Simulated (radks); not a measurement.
# Ionisation of S³⁺: one atom, several choices of functional

Aim: the ionisation energy of S³⁺ ([Ne] 3s2 3p1) to S⁴⁺ ([Ne] 3s2) for each choice of functional, and which comes nearest the tabulated value.

The numbers are computed with radks (a radial shooting solver on a logarithmic mesh, Libxc functionals) version 1 (scalar-relativistic Kohn-Sham, spin-polarised, spherical densities, finite nucleus; open shells are filled with parallel spins first), except any that are marked as measured or tabulated.

### 1 The atom as given

```
element       : sulfur (Z = 16)
charge        : +3
electrons     : 13
configuration : [Ne] 3s2 3p1
ion           : S⁴⁺, [Ne] 3s2
choices       : BP86; PBEsol; exchange-only B88; TASK exchange with Perdew-Wang LDA correlation; B86b exchange with PBE correlation; Wu-Cohen GGA; MS2 meta-GGA; r2SCAN
```

The outer shells:

S³⁺
```
[Ne] core
3s [↑↓]
3p [↑ ][  ][  ]
```

S⁴⁺
```
[Ne] core
3s [↑↓]
```

### 2 BP86: S³⁺

Settings of this run:

```text
Z 16
configuration [Ne] 3s2 3p1
relativity scalar-relativistic
functional b88,p86
spin polarised
nucleus finite rms 3.2611 fm
c 137.035999084
```

### 3 BP86: S⁴⁺

Changes since step 2:

```diff
@@ -1,3 +1,3 @@
 Z 16
-configuration [Ne] 3s2 3p1
+configuration [Ne] 3s2
 relativity scalar-relativistic
```

### 4 PBEsol: S³⁺

Settings of this run:

```text
Z 16
configuration [Ne] 3s2 3p1
relativity scalar-relativistic
functional pbe_sol,pbe_sol
spin polarised
nucleus finite rms 3.2611 fm
c 137.035999084
```

### 5 PBEsol: S⁴⁺

Changes since step 4:

```diff
@@ -1,3 +1,3 @@
 Z 16
-configuration [Ne] 3s2 3p1
+configuration [Ne] 3s2
 relativity scalar-relativistic
```

### 6 exchange-only B88: S³⁺

Settings of this run:

```text
Z 16
configuration [Ne] 3s2 3p1
relativity scalar-relativistic
functional b88,
spin polarised
nucleus finite rms 3.2611 fm
c 137.035999084
```

### 7 exchange-only B88: S⁴⁺

Changes since step 6:

```diff
@@ -1,3 +1,3 @@
 Z 16
-configuration [Ne] 3s2 3p1
+configuration [Ne] 3s2
 relativity scalar-relativistic
```

### 8 TASK exchange with Perdew-Wang LDA correlation: S³⁺

Settings of this run:

```text
Z 16
configuration [Ne] 3s2 3p1
relativity scalar-relativistic
functional task,pw
spin polarised
nucleus finite rms 3.2611 fm
c 137.035999084
```

### 9 TASK exchange with Perdew-Wang LDA correlation: S⁴⁺

Changes since step 8:

```diff
@@ -1,3 +1,3 @@
 Z 16
-configuration [Ne] 3s2 3p1
+configuration [Ne] 3s2
 relativity scalar-relativistic
```

### 10 B86b exchange with PBE correlation: S³⁺

Settings of this run:

```text
Z 16
configuration [Ne] 3s2 3p1
relativity scalar-relativistic
functional b86_mgc,pbe
spin polarised
nucleus finite rms 3.2611 fm
c 137.035999084
```

### 11 B86b exchange with PBE correlation: S⁴⁺

Changes since step 10:

```diff
@@ -1,3 +1,3 @@
 Z 16
-configuration [Ne] 3s2 3p1
+configuration [Ne] 3s2
 relativity scalar-relativistic
```

### 12 Wu-Cohen GGA: S³⁺

Settings of this run:

```text
Z 16
configuration [Ne] 3s2 3p1
relativity scalar-relativistic
functional wc,pbe
spin polarised
nucleus finite rms 3.2611 fm
c 137.035999084
```

### 13 Wu-Cohen GGA: S⁴⁺

Changes since step 12:

```diff
@@ -1,3 +1,3 @@
 Z 16
-configuration [Ne] 3s2 3p1
+configuration [Ne] 3s2
 relativity scalar-relativistic
```

### 14 MS2 meta-GGA: S³⁺

Settings of this run:

```text
Z 16
configuration [Ne] 3s2 3p1
relativity scalar-relativistic
functional ms2,regtpss
spin polarised
nucleus finite rms 3.2611 fm
c 137.035999084
```

### 15 MS2 meta-GGA: S⁴⁺

Changes since step 14:

```diff
@@ -1,3 +1,3 @@
 Z 16
-configuration [Ne] 3s2 3p1
+configuration [Ne] 3s2
 relativity scalar-relativistic
```

### 16 r2SCAN: S³⁺

Settings of this run:

```text
Z 16
configuration [Ne] 3s2 3p1
relativity scalar-relativistic
functional r2scan,r2scan
spin polarised
nucleus finite rms 3.2611 fm
c 137.035999084
```

### 17 r2SCAN: S⁴⁺

Changes since step 16:

```diff
@@ -1,3 +1,3 @@
 Z 16
-configuration [Ne] 3s2 3p1
+configuration [Ne] 3s2
 relativity scalar-relativistic
```

Q: Predict the outcome of this session. Wanted: for each run, functional; E(S³⁺); Δ-SCF; −ε(HOMO); <r> HOMO; error.

**Answer**, as computed:

```tsv
functional	E(S³⁺) (hartree)	Δ-SCF (eV)	−ε(HOMO) (eV)	<r> HOMO (bohr)	error (eV)
BP86	-396.76213	47.317	41.068	1.654	+0.09
PBEsol	-395.92233	47.165	40.944	1.657	-0.06
exchange-only B88	-396.20726	46.350	40.153	1.663	-0.87
TASK exchange with Perdew-Wang LDA correlation	-396.54008	47.005	41.228	1.657	-0.22
B86b exchange with PBE correlation	-396.71182	47.251	41.030	1.657	+0.03
Wu-Cohen GGA	-396.29616	47.240	41.003	1.654	+0.02
MS2 meta-GGA	-396.71818	47.038	40.994	1.661	-0.18
r2SCAN	-396.68479	47.047	41.044	1.660	-0.17
```

**Reading.** The NIST Atomic Spectra Database lists 47.22 eV (semi-empirical). Nearest is Wu-Cohen GGA (+0.02 eV off), farthest exchange-only B88 (-0.87 eV). The ionisation energies span 0.97 eV, the total energies of S³⁺ 22.9 eV: most of the change in the total cancels in the difference. Open shells are spherical and high-spin; term and fine-structure splittings are not resolved.
